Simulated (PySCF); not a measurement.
**CH4Si (SMILES C=[SiH2]): levels of theory compared**

Wanted: a comparison of 6 runs (B3LYP/STO-3G, M06-2X/STO-3G, SVWN5/STO-3G, MP2/STO-3G, BCCD(T)/STO-3G, CCSDTQ/STO-3G) of CH4Si. Input form: a Python script.

Program for the calculation: PySCF 2.14.0.

2 further runs of the same task are left out: 2 set aside as unsound or not needed.

**1. Starting point**

CH4Si has 6 atoms, charge 0, and is taken as a singlet. As SMILES, `C=[SiH2]`. The Si2–H6 distance was set to 2.187 Å, away from the relaxed value. At this shape a bond of the SMILES string is far longer than usual.

Bond lengths: C1–Si2 1.748 Å, C1–H3 1.077 Å, C1–H4 1.077 Å, Si2–H5 1.458 Å. Angles: C1–Si2–H5 124.5°, Si2–C1–H3 122.4°, Si2–C1–H4 122.5°, H3–C1–H4 115.0°. A long bond or contact: Si2–H6 2.187 Å.

**2. A single-point energy at B3LYP/STO-3G (run 1)**

Input file run.py:

```python
from pyscf import gto, dft

mol = gto.M(
    atom='''
C     -1.205966    -0.863364     0.196656
Si     0.143994     0.135556     0.680016
H     -1.875786    -1.312814     0.909886
H     -1.430196    -1.074364    -0.834984
H      0.485704     0.449766     2.062506
H      1.545870     1.084200    -0.705300
''',
    max_memory=1860,
    verbose=3,
    basis='sto-3g',
)

calc0 = dft.RKS(mol)
calc0.xc = 'b3lyp'
calc0.grids.level = 5
calc0.conv_tol = 1e-10
calc0.kernel()
if not calc0.converged:
    calc0 = calc0.newton().run(calc0.mo_coeff, calc0.mo_occ)

energy = calc0.e_tot
print(f'total energy: {energy:.8f} hartree')
```

Run with:

```sh
$ OMP_NUM_THREADS=1 python run.py
```

The program printed:

```text
converged SCF energy = -325.972969432333
total energy: -325.97296943 hartree
```

Wall time 4.5 s (1 thread of Intel Xeon Platinum 8488C (Sapphire Rapids), shared host); peak memory 0.2 GiB.

**3. A single-point energy at M06-2X/STO-3G (run 2)**

Input file mol.xyz:

```xyz
6

C     -1.205966    -0.863364     0.196656
Si     0.143994     0.135556     0.680016
H     -1.875786    -1.312814     0.909886
H     -1.430196    -1.074364    -0.834984
H      0.485704     0.449766     2.062506
H      1.545870     1.084200    -0.705300
```

Input file input.py:

```python
from pyscf import gto, dft

system = gto.M(
    atom='mol.xyz',
    verbose=4,
    max_memory=1860,
    spin=0,
    basis='sto-3g',
)

mf = dft.RKS(system, xc='m06-2x')
mf.conv_tol = 1e-10
mf.grids.level = 5
mf.kernel()
if not mf.converged:
    mf = mf.newton().run(mf.mo_coeff, mf.mo_occ)

e_tot = mf.e_tot
print('E(%s) = %.9f' % ('M06-2X', e_tot))
```

Run with:

```sh
$ OMP_NUM_THREADS=1 python input.py
```

The program printed:

```text
PySCF version 2.14.0

[... 73 lines left out ...]
converged SCF energy = -325.95293756177
E(M06-2X) = -325.952937562
```

It took 6.3 s on 1 thread of Intel Xeon Platinum 8488C (Sapphire Rapids), shared host; peak memory 0.2 GiB.

Runs 3 to 4 aren't shown in full; the table further down has their settings and results.

**4. The energy at BCCD(T)/STO-3G (run 5)**

Input file calc.py:

```python
from pyscf import gto, cc
from pyscf.cc.bccd import bccd_kernel_

system = gto.M(
    atom='''
C     -1.205966    -0.863364     0.196656
Si     0.143994     0.135556     0.680016
H     -1.875786    -1.312814     0.909886
H     -1.430196    -1.074364    -0.834984
H      0.485704     0.449766     2.062506
H      1.545870     1.084200    -0.705300
''',
    verbose=3,
    basis='sto-3g',
    max_memory=1860,
)

mf = system.RHF()
mf.conv_tol = 1e-10
mf.kernel()
if not mf.converged:
    mf = mf.newton().run(mf.mo_coeff, mf.mo_occ)

mycc = cc.CCSD(mf, frozen=6).run()
mycc = bccd_kernel_(mycc, diis=True)
e_t = mycc.ccsd_t()
etot = mycc.e_tot + e_t
print(f'total energy: {etot:.8f} hartree')
```

Run with:

```sh
$ OMP_NUM_THREADS=1 python calc.py
```

The program printed:

```text
converged SCF energy = -325.069987848409
E(CCSD) = -325.272200049887  E_corr = -0.2022122014784428
BCCD loop starts.

[... 24 lines left out ...]
CCSD converged
[... 26 lines left out ...]
CCSD converged
[... 22 lines left out ...]
CCSD converged
[... 19 lines left out ...]
CCSD converged
[... 3 lines left out ...]
total energy: -325.27537246 hartree
```

It took 1.9 s on 1 thread of Intel Xeon Platinum 8488C (Sapphire Rapids), shared host; peak memory 0.12 GiB.

**5. A single-point energy at CCSDTQ/STO-3G (run 6)**

Input file job.py:

```python
from pyscf import gto, cc

molecule = gto.M(
    atom=[
    ('C', (-1.205966, -0.863364, 0.196656)),
    ('Si', (0.143994, 0.135556, 0.680016)),
    ('H', (-1.875786, -1.312814, 0.909886)),
    ('H', (-1.430196, -1.074364, -0.834984)),
    ('H', (0.485704, 0.449766, 2.062506)),
    ('H', (1.545870, 1.084200, -0.705300)),
],
    max_memory=1860,
    charge=0,
    basis='sto-3g',
    spin=0,
    verbose=3,
)

hf = molecule.RHF()
hf.conv_tol = 1e-10
hf.kernel()
if not hf.converged:
    hf = hf.newton().run(hf.mo_coeff, hf.mo_occ)

mycc = cc.CCSDTQ(hf, frozen=6)
mycc.kernel()
etot = mycc.e_tot
print('E(%s) = %.9f' % ('CCSDTQ', etot))
```

Run with:

```sh
$ OMP_NUM_THREADS=1 python job.py
```

The program printed:

```text
converged SCF energy = -325.069987848409
_make_eris_incore_RCCSDTQ

WARN: A large `blksize` is being used, which may cause large memory consumption
      for storing contraction intermediates. If memory is sufficient, consider using
      `pyscf.cc.rccsdtq_highm.RCCSDTQ` instead.

RCCSDTQ converged
E(RCCSDTQ) = -325.276380277012   E_corr = -0.2063924286034891
E_corr(same-spin) = -0.00974613582246867
E_corr(oppo-spin) = -0.19664629278102
E(CCSDTQ) = -325.276380277
```

Wall time 53 s (1 thread of Intel Xeon Platinum 8488C (Sapphire Rapids), shared host); peak memory 0.15 GiB.

**6. Overview of the runs**

```tsv
run	level	integration grid	frozen core orbitals	energy (Eh)	dipole moment (D) of the reference	HOMO energy (eV)	LUMO energy (eV)	wall time
1	B3LYP/STO-3G	5	–	-325.972969	0.72	-3.40	1.45	4.5 s
2	M06-2X/STO-3G	5	–	-325.952938	0.77	-4.59	2.73	6.3 s
3	SVWN5/STO-3G	5	–	-324.384841	0.68	-2.45	1.00	2.6 s
4	MP2/STO-3G	–	6	-325.214570	1.00	-5.64	5.77	0.89 s
5	BCCD(T)/STO-3G	–	6	-325.275372	–	–	–	1.9 s
6	CCSDTQ/STO-3G	–	6	-325.276380	1.00	-5.64	5.77	53 s
```

**7. Summary of results**

| quantity | value |
| --- | --- |
| run 6: total energy | -325.27638 Eh |
| run 6: dipole moment (Hartree–Fock density) | 1.00 D |
| run 6: HOMO energy (Hartree–Fock orbitals) | -5.64 eV |
| run 6: LUMO energy (Hartree–Fock orbitals) | 5.77 eV |
| run 6: HOMO–LUMO gap (Hartree–Fock orbitals) | 11.40 eV |
| run 6: correlation energy (6 core orbitals frozen) | -206.4 mEh |
| run 6: T1 diagnostic | 0.017 |

Over runs 1, 2, 3 the dipole moment (its size) runs from 0.68 D (SVWN5/STO-3G) to 0.77 D (M06-2X/STO-3G). Over runs 1, 2, 3 the HOMO–LUMO gap runs from 3.44 eV (SVWN5/STO-3G) to 7.32 eV (M06-2X/STO-3G). Totals of different functionals can't be ranked against each other. In runs 1, 2, 3, 4, 5, 6 the basis is minimal, so the values are rough. All runs together took 69 s, the longest 53 s.
